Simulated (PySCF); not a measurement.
# AlB (triplet) at other levels of theory

What do other methods print for AlB (triplet)?

The runs use PySCF 2.14.0; method and basis as typed in the scripts.

2 further runs of the same task are left out: 2 that didn't finish.

**1. Where the work starts**

AlB (triplet): 2 atoms, charge 0, spin multiplicity 3.

Bond lengths: Al1–B2 2.010 Å.

**2. The base run**

The input, input.py:

```python
from pyscf import gto, scf, mp

mol = gto.M(
    atom='Al 0 0 0; B 0 0 2.01',
    basis='jorge-dzp-dkh',
    charge=0,
    spin=2,
    verbose=4,
)
mf = scf.UHF(mol)
mf = mf.sfx2c1e()
mf = mf.density_fit(auxbasis='def2-universal-jkfit')
mf.kernel()
mp.MP2(mf, frozen=6).kernel()
mf.dip_moment()
print('orbital energies (hartree):', [e[max(0, n-3):n+3].round(4) for e, n in zip(mf.mo_energy, mol.nelec)])
```

Command:

```console
$ OMP_NUM_THREADS=1 python input.py
```

**3. Pbe0 (UKS)**

Run 1 changes functional: none (Hartree–Fock) → pbe0; SCF type: UHF → UKS; step after the SCF: mp2 → analyze.

The input, input.py:

```python
from pyscf import gto, dft

mol = gto.M(
    atom='Al 0 0 0; B 0 0 2.01',
    basis='jorge-dzp-dkh',
    charge=0,
    spin=2,
    verbose=4,
)
mf = dft.UKS(mol, xc='pbe0')
mf = mf.sfx2c1e()
mf = mf.density_fit(auxbasis='def2-universal-jkfit')
mf.kernel()
mf.analyze()
print('orbital energies (hartree):', [e[max(0, n-3):n+3].round(4) for e, n in zip(mf.mo_energy, mol.nelec)])
```

**4. ROHF**

Run 2 changes SCF type: UHF → ROHF.

The input, input.py:

```python
from pyscf import gto, scf, mp

mol = gto.M(
    atom='Al 0 0 0; B 0 0 2.01',
    basis='jorge-dzp-dkh',
    charge=0,
    spin=2,
    verbose=4,
)
mf = scf.ROHF(mol)
mf = mf.sfx2c1e()
mf = mf.density_fit(auxbasis='def2-universal-jkfit')
mf.kernel()
mp.MP2(mf, frozen=6).kernel()
mf.dip_moment()
print('orbital energies (hartree):', mf.mo_energy[..., max(0, mol.nelec[1]-3):mol.nelec[0]+3].round(4))
```

**5. SCF alone**

Run 3 changes step after the SCF: mp2 → none.

Changes to input.py since step 2:

```diff
@@ -1,2 +1,2 @@
-from pyscf import gto, scf, mp
+from pyscf import gto, scf
 
@@ -13,3 +13,2 @@
 mf.kernel()
-mp.MP2(mf, frozen=6).kernel()
 mf.dip_moment()
```

**6. M06 (UKS)**

Run 4 changes functional: none (Hartree–Fock) → m06; SCF type: UHF → UKS; step after the SCF: mp2 → analyze.

The input, input.py:

```python
from pyscf import gto, dft

mol = gto.M(
    atom='Al 0 0 0; B 0 0 2.01',
    basis='jorge-dzp-dkh',
    charge=0,
    spin=2,
    verbose=4,
)
mf = dft.UKS(mol, xc='m06')
mf = mf.sfx2c1e()
mf = mf.density_fit(auxbasis='def2-universal-jkfit')
mf.kernel()
mf.analyze()
print('orbital energies (hartree):', [e[max(0, n-3):n+3].round(4) for e, n in zip(mf.mo_energy, mol.nelec)])
```

What does the calculation give? Wanted: for each run, E(SCF); from base; gap, α spin; SCF dipole; after the SCF.

As calculated:

| run | E(SCF) (hartree) | from base (eV) | cycles | gap, α spin (eV) | SCF dipole (D) | after the SCF |
| --- | --- | --- | --- | --- | --- | --- |
| base | -266.864983 | 0 | 18 | 8.46 | 1.82 | MP2 correlation -2.693 eV, core frozen |
| pbe0 (UKS) | -267.385184 | not comparable | 15 | 2.37 | 1.68 | n/a |
| ROHF | -266.864610 | +0.0102 | 11 | n/a | 1.29 | MP2 correlation -2.750 eV, core frozen |
| SCF alone | -266.864983 | 0.0000 | 18 | 8.46 | 1.82 | n/a |
| m06 (UKS) | -267.501853 | not comparable | 12 | 2.03 | 1.73 | n/a |

The α-spin gap between the frontier levels is 2.4 eV with pbe0 (25 % exact exchange) and 2.0 eV with m06 (27 %). A lower total energy from another functional means nothing by itself. The dearest run is “m06 (UKS)”, at 3.8 s against 0.92 s.
